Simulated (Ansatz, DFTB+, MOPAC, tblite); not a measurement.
**How methods differ on C6H12 (2,3-dimethyl-1-butene)**

C6H12: 18 atoms, total charge 0, spin state singlet. As SMILES, `C=C(C)C(C)C`. The coordinates come from a PBE0-D4/def2-TZVP relaxation. This is one conformer, not always the lowest.

Each level gives the atomisation enthalpy at 298 K (kJ/mol). The values are calculated. The thermal term (zero-point and 298 K enthalpy, harmonic and unscaled) is that of MNDO; the spin-orbit lowering of the free atoms at 298 K, 0.1 kJ/mol by their spectra, is taken off.

**The experiment to reproduce.** CRC Handbook of Chemistry and Physics gives the atomisation enthalpy at 298 K of the gas as 6980 kJ/mol.

```json
{"level": "DFTB3-D3(BJ)", "kind": "semi-empirical", "program": "DFTB+", "value (kJ/mol)": "7172", "computed − measured": "+192", "CPU time (all runs)": "under 2 s"}
{"level": "GFN1-xTB", "kind": "semi-empirical", "program": "tblite", "value (kJ/mol)": "8018", "computed − measured": "+1038", "CPU time (all runs)": "under 2 s"}
{"level": "HF/6-31G* (spherical functions)", "kind": "Hartree–Fock", "program": "Ansatz", "value (kJ/mol)": "5181", "computed − measured": "-1799", "CPU time (all runs)": "5.7 s"}
{"level": "SVWN5/6-31G* (spherical functions)", "kind": "LDA", "program": "Ansatz", "value (kJ/mol)": "7952", "computed − measured": "+972", "CPU time (all runs)": "9.3 s"}
{"level": "PBE/6-31G* (spherical functions)", "kind": "GGA", "program": "Ansatz", "value (kJ/mol)": "7087", "computed − measured": "+107", "CPU time (all runs)": "14 s"}
{"level": "r2SCAN/6-31G* (spherical functions)", "kind": "meta-GGA", "program": "Ansatz", "value (kJ/mol)": "6951", "computed − measured": "-29", "CPU time (all runs)": "26 s"}
{"level": "PBE0/6-31G* (spherical functions)", "kind": "global hybrid", "program": "Ansatz", "value (kJ/mol)": "6994", "computed − measured": "+14", "CPU time (all runs)": "16 s"}
{"level": "MP2/6-31G* (spherical functions)", "kind": "perturbation theory", "program": "Ansatz", "value (kJ/mol)": "6418", "computed − measured": "-562", "CPU time (all runs)": "7.3 s"}
{"level": "CCSD(T)/6-31G* (spherical functions)", "kind": "coupled cluster or CI", "program": "Ansatz", "value (kJ/mol)": "6365", "computed − measured": "-615", "CPU time (all runs)": "88 s"}
```

Nearest: PBE0/6-31G* (spherical functions) (+14 kJ/mol); farthest: HF/6-31G* (spherical functions) (-1799 kJ/mol). Computed less measured by kind, in kJ/mol (6-31G* rows): semi-empirical +192 to +1038; Hartree–Fock -1799; LDA +972; GGA +107; meta-GGA -29; global hybrid +14; perturbation theory -562; coupled cluster or CI -615. Wave-function methods converge slowly with the basis and bind too weakly in sets of this size; that is part of their error here. Times are those of the runs behind each value, whatever else they computed, on shared processors of several kinds: orders of magnitude only.
